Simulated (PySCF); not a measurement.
# Ways to converge the SCF of SH⁺ (triplet)

The same problem is solved with other solver options, one edit a run.

Program: PySCF 2.14.0. Level of theory: each script names its method and basis. These are calculated values, not measurements.

1 further run of the same task is left out (for a known fault of the program).

### Step 1. The starting structure

SH⁺ (triplet): 2 atoms, charge 1, spin multiplicity 3.

Bond lengths: H1–S2 1.405 Å.

### Step 2. The run that the others are compared with

Input file input.py:

```python
from pyscf import gto, scf, cc

mol = gto.M(
    atom='H 0 0 0; S 0 0 1.405',
    basis='sbkjc',
    ecp={'S': 'sbkjc'},
    charge=1,
    spin=2,
    verbose=4,
)
mf = scf.UHF(mol)
mf.kernel()
mycc = cc.CCSD(mf)
mycc.kernel()
e = mycc.eeccsd(nroots=5)[0]
print('roots (eV) =', (e*27.211386).round(3))
mf.dip_moment()
print('orbital energies (hartree):', [e[max(0, n-3):n+3].round(4) for e, n in zip(mf.mo_energy, mol.nelec)])
```

Run with:

```bash
$ python input.py
```

The log of this run is left out.

It gives: E(SCF) = -10.125171 Eh, 9 cycles, E(CCSD) − E(SCF) = -0.03123 Eh, ⟨S²⟩ = 2.015, excitation roots 0.006, 1.734, 1.734, 2.525, 3.956 eV.

The bond length is a typed value, not an optimised one. Spin-unrestricted EOM-EE roots include spin flips and other components of the reference, which can be negative or near zero. The dipole of an ion depends on the origin. The triplet is typed in the script; nothing here shows that it is the ground state.

### Step 3. Second-order solver on

Run 1 changes second-order solver: off → on.

Input file input.py:

```python
from pyscf import gto, scf, cc

mol = gto.M(
    atom='H 0 0 0; S 0 0 1.405',
    basis='sbkjc',
    ecp={'S': 'sbkjc'},
    charge=1,
    spin=2,
    verbose=4,
)
mf = scf.UHF(mol)
mf = mf.newton()
mf.kernel()
mycc = cc.CCSD(mf)
mycc.kernel()
e = mycc.eeccsd(nroots=5)[0]
print('roots (eV) =', (e*27.211386).round(3))
mf.dip_moment()
print('orbital energies (hartree):', [e[max(0, n-3):n+3].round(4) for e, n in zip(mf.mo_energy, mol.nelec)])
```

Run with:

```bash
$ python input.py
```

### Step 4. Point-group symmetry on

Run 2 changes point-group symmetry: off → on.

Edit input.py of step 2 so:

```diff
@@ -8,2 +8,3 @@
     spin=2,
+    symmetry=True,
     verbose=4,
```

### Step 5. Level shift -0.2 hartree

Run 3 changes level shift: none → -0.2 hartree.

Edit input.py of step 2 so:

```diff
@@ -11,2 +11,3 @@
 mf = scf.UHF(mol)
+mf.level_shift = -0.2
 mf.kernel()
```

**Question.** What will these runs give? Wanted: for each run, E(SCF); from base; gap, α spin; after the SCF.

The runs gave:

| run | E(SCF) (hartree) | from base (eV) | cycles | gap, α spin (eV) | after the SCF |
| --- | --- | --- | --- | --- | --- |
| base | -10.125171 | 0 | 9 | 19.83 | CCSD correlation -0.850 eV, first root 1.73 eV |
| second-order solver on | -10.125171 | 0.0000 | 3 macro | 19.83 | CCSD correlation -0.850 eV, first root 1.73 eV |
| point-group symmetry on | -10.125171 | 0.0000 | 9 | 19.83 | CCSD correlation -0.850 eV, first root 1.73 eV |
| level shift -0.2 hartree | -10.125171 | 0.0000 | 10 | 19.83 | CCSD correlation -0.850 eV, first root 1.73 eV |

Distance from each run's final energy (log10 hartree) by cycle:

| run | cycle 1 | cycle 2 | cycle 3 | cycle 5 | cycle 8 | cycle 12 |
| --- | --- | --- | --- | --- | --- | --- |
| base | -1.1 | -2.5 | -3.2 | -4.3 | -10.3 | done |
| second-order solver on | -5.3 | < -11 | < -11 | done | done | done |
| point-group symmetry on | -1.1 | -2.5 | -3.2 | -4.3 | -10.3 | done |
| level shift -0.2 hartree | -0.8 | -2.0 | -2.9 | -4.2 | -8.1 | done |

With second-order solver on or point-group symmetry on or level shift -0.2 hartree the SCF ends at the base energy. With point-group symmetry on, level shift -0.2 hartree the path hardly changes: 9 to 10 cycles against 9.
